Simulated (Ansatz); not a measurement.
System: hcp Os. Method: PBE0 in Ansatz (plane waves, PAW).

Input:

Ansatz 0.2 input:
```yaml
crystal:
  lattice:
    - [1.3495170533, -2.337432102, 0.0]
    - [1.3495170533, 2.337432102, 0.0]
    - [0.0, 0.0, 4.2665886675]
  atoms:
    - { symbol: Os, position: [0.3333333333, 0.6666666667, 0.25] }
    - { symbol: Os, position: [0.6666666667, 0.3333333333, 0.75] }
basis:
  ecutwfc: 460
  ecutrho_ratio: 4
  xc_grid: 2
kpoints:
  mp_grid: { grid: [12, 12, 6] }
hamiltonian:
  xc: pbe0
  dispersion: none
  pseudopotentials: { kind: paw }
scf:
  occupations: { method: fermi_dirac, width: 0.05 }
output:
  forces: true
  stress: true
  eigenvalues: true
relax:
  f_tol: 0.01
  escape_saddle: false
  max_steps: 80
  cell: { stress_tol: 0.05, fix: [volume] }
```

Output (set-up and result lines):

```
Relaxation: its limit of steps is 80 (relax.max_steps)
Crystal: 2 atoms, lattice volume = 26.917 Å³
Basis set: ecut = 460 eV, 603 PW (Γ), exchange–correlation on 40×40×60 points (8 copies of the dense FFT grid, shifted against one another)
Bands: 20, of which v1, the nominal top of the filled ones, is band 16 counted from 1 (15 counted from 0)
Symmetry: 24 space group operations
Space group: P63/mmc (ITA 194), of the structure as read, at distance tolerance 3.0e-5 Å
k-points: 76 of 864
Functional: x = pbe(κ = 0.804, μ = 0.2195149727645171), c = pbe(β = 0.06672455060314922), warm-up for x = 0.75 pbe(κ = 0.804, μ = 0.2195149727645171) + 0.25 exact, c = pbe(β = 0.06672455060314922)
SCF iter   1: F=—  HF=-22768.965594 eV  |F-HF|=—  |Δ(HF+E_count)|=         —  Δρ=1.26e-2  dr2=2.55e-2
SCF iter   2: F=—  HF=-22768.962477 eV  |F-HF|=—  |Δ(HF+E_count)|=   3.12e-3  Δρ=7.06e-3  dr2=7.74e-3
  ...
SCF 1 converged in 8 iterations: F = -22768.961852 eV  dr2 = 1.49e-12
Crystal: 2 atoms, lattice volume = 26.917 Å³
Initial density: handed on by an earlier stage of this run
Functional: x = 0.75 pbe(κ = 0.804, μ = 0.2195149727645171) + 0.25 exact, c = pbe(β = 0.06672455060314922)
  ...
SCF 7 converged in 2 iterations: F = -22766.354235 eV  dr2 = 1.46e-12
Crystal: 2 atoms, lattice volume = 26.917 Å³
Crystal: 2 atoms, lattice volume = 26.917 Å³
Crystal: 2 atoms, lattice volume = 26.917 Å³
SCF 10 converged in 3 iterations: F = -22766.354075 eV  dr2 = 3.16e-12
Crystal: 2 atoms, lattice volume = 26.917 Å³
Crystal: 2 atoms, lattice volume = 26.917 Å³
SCF 12 converged in 4 iterations: F = -22766.354285 eV  dr2 = 5.09e-12
Crystal: 2 atoms, lattice volume = 26.917 Å³
SCF 13 converged in 2 iterations: F = -22766.354285 eV  dr2 = 8.01e-12
Crystal: 2 atoms, lattice volume = 26.917 Å³
SCF 14 converged in 3 iterations: F = -22766.354288 eV  dr2 = 4.13e-13
Crystal: 2 atoms, lattice volume = 26.917 Å³
SCF iter   1: F=—  HF=-22766.354288 eV  |F-HF|=—  |Δ(HF+E_count)|=         —  Δρ=8.12e-8  dr2=3.34e-13
SCF iter   2: F=-22766.354288 eV  HF=-22766.354288 eV  |F-HF|=0.00e0  |Δ(HF+E_count)|=  3.64e-12  Δρ=4.03e-8  dr2=7.15e-14
SCF 15 converged in 2 iterations: F = -22766.354288 eV  dr2 = 7.15e-14
Free energy (F): -22766.354288 eV
Internal energy: -22766.352498 eV  (E = F + TS)
E sigma→0 (E₀):  -22766.353393 eV
Fermi energy:    27.020991 eV
--- Forces (eV/Å), atoms counted from 1 ---
  atom   1  Os     0.00000000     0.00000000     0.00000000
  atom   2  Os     0.00000000    -0.00000000    -0.00000000
--- Stress (GPa, compression-positive) ---
       12.285146       0.000000      -0.000000
        0.000000      12.285146      -0.000000
       -0.000000      -0.000000      12.285853
  P = ⅓ Tr σ = 12.2854 GPa (122.854 kbar)
```

The cell is one volume of an energy–volume scan, off the minimum.

The PAW data were made under PBE.

Note: the run warned that the count of filled bands differs between k points.

Computing time: roughly 9 core-minutes.

Ansatz is an electronic-structure program.
